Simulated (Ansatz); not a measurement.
The input, for Ansatz 0.2.0:

```yaml
crystal:
  periodic: [false, false, false]
  atoms:
    - {symbol: S, position_ang: [0.000000, -0.035586, 0.000000]}
    - {symbol: H, position_ang: [0.000000, 1.199414, 0.000000]}
    - {symbol: H, position_ang: [0.000000, -0.033675, 1.520127]}
    - {symbol: H, position_ang: [0.000000, -0.033675, -1.520127]}
basis:
  gaussian: {orbitals: 6-31G}
total_charge: 1
magnetization: {spin_polarized: true, initial_magnetization: 2}
hamiltonian: {xc: {name: r2SCAN}}
output: {forces: true}
```

```sh
$ ansatz run in.yaml --threads 1 --pin off --events-out ev --progress --plain --max-ram 2393MiB
```

Log:

```
236 factors; integrals over basis functions are off by at most 3.1e-4 eV
mean field evaluation 1: about -10867.1546 eV, gradient 9.3e0 eV
mean field evaluation 2: about -10867.4084 eV, gradient 7.8e0 eV
mean field evaluation 4: about -10867.8134 eV, gradient 1.4e-1 eV
mean field evaluation 8: about -10867.8052 eV, gradient 2.1e-3 eV
mean field -10867.80522518 eV, -399.3844755626 hartree, gradient 9.0e-6 eV, S^2 2.010253; 0 other end points of the search recorded, 0 dependent functions left out
the calculation of the forces begins
reference -10867.80523161 eV, -399.3844757989 hartree; 10, 8 occupied and 9, 11 virtual orbitals, 236 factors
Total energy: -10867.80523161 eV, -399.3844757989 hartree
Atom 0 at     0.000000    -0.035586     0.000000 Å, force    -0.000000    -4.773622     0.000000 eV/Å
Atom 1 at     0.000000     1.199414     0.000000 Å, force    -0.000000     5.186912     0.000000 eV/Å
Atom 2 at     0.000000    -0.033675     1.520127 Å, force     0.000000    -0.206645     1.358439 eV/Å
Atom 3 at     0.000000    -0.033675    -1.520127 Å, force     0.000000    -0.206645    -1.358439 eV/Å
Dipole moment:     0.000000     0.306448     0.000000 e Å
```

Forces (eV/Å):
```
S    0.000 -4.774  0.000
H    0.000  5.187  0.000
H    0.000 -0.207  1.358
H    0.000 -0.207 -1.358
```

Ran on 1 thread of Intel Xeon 6975P-C, shared host: 0.57 s wall, 0.13 GiB peak host memory.
